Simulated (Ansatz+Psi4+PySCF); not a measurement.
**doublet SiH₂(+): levels of theory in one basis**

| atom | x (Å) | y (Å) | z (Å) |
| --- | --- | --- | --- |
| Si | 0.0291 | 0.0030 | 0.1378 |
| H | -0.0253 | 1.0972 | -0.9350 |
| H | 0.0248 | -1.1128 | -0.9247 |

Basis set: cc-pVTZ on H; cc-pV(T+d)Z on Si (spherical functions). Correlated methods keep 5 orbitals frozen. Correlation on ROHF uses semicanonical orbitals with singles. Charge 1, multiplicity 2.

Computed with Ansatz (development build ahead of 0.2.0) and Psi4 1.11; each method stands on the lowest determinant of its kind that the runs found.

| method | E − E(ROHF) (eV) | <S²> of the determinant |
| --- | --- | --- |
| ROHF | 0.00 | 0.75 |
| UHF | -0.07 | 0.76 |
| ROHF-MP2 | -2.16 | – |
| UHF-MP2 | -2.16 | 0.76 |
